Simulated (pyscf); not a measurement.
Routes from Al–Cl (SMILES [Al][Cl]) [singlet] + H₂C=CH₂ (SMILES C=C)

Candidate steps break at most two bonds and form at most two. Each was searched with GFN2-xTB (tblite) first. PySCF, gas phase, ωB97X-D3(BJ)/def2-SVP geometries. Correlated levels are frozen-core, on RHF or UHF. ΔMP2 is the change of the MP2 total energy from the triple- to the quadruple-zeta basis. Energies: CCSD(T)/def2-TZVPP + ΔMP2(QZVPP), kJ/mol, from the separated reactants, singlet surface; ΔG‡ with ideal gas, 1 atm, RRHO with modes under 100 cm⁻¹ raised to 100, one conformer, R ln 2 for chiral ones without a mode under 150 cm⁻¹.

```
products                                                                                   type    ΔE‡      ΔE  ΔG‡ 298 K  ΔG‡ 900 K  ν‡ (cm⁻¹)
---------------------------------------------  ------------------------------------------------  -----  ------  ---------  ---------  ---------
cyclic C₂H₄AlCl (SMILES [Cl][Al]1[CH2][CH2]1)                                     cycloaddition  116.7   +33.3      155.2      236.9       459i
Al–CH₂–CH₂–Cl [singlet]                        addition across a multiple bond or ene-type step  140.4  +133.7      183.3      268.4       336i
```

Row 1: On the reactant side the descent ends in a complex, 18.8 kJ/mol under the separated species and 136.2 kJ/mol under the saddle at ωB97X-D3(BJ)/def2-TZVP. Row 2: On the reactant side the descent ends in a complex, 18.8 kJ/mol under the separated species and 143.7 kJ/mol under the saddle at ωB97X-D3(BJ)/def2-TZVP. 

Plain bond fissions and candidates not yet searched are not listed, and one of them may be faster. Each barrier is that of the saddle found; lower ones may exist. One closed-shell reference is unstable to symmetry breaking; treat the single-reference values with care. The CCSD(T) − MP2 part came from Ansatz, without density fitting, on the same reference.
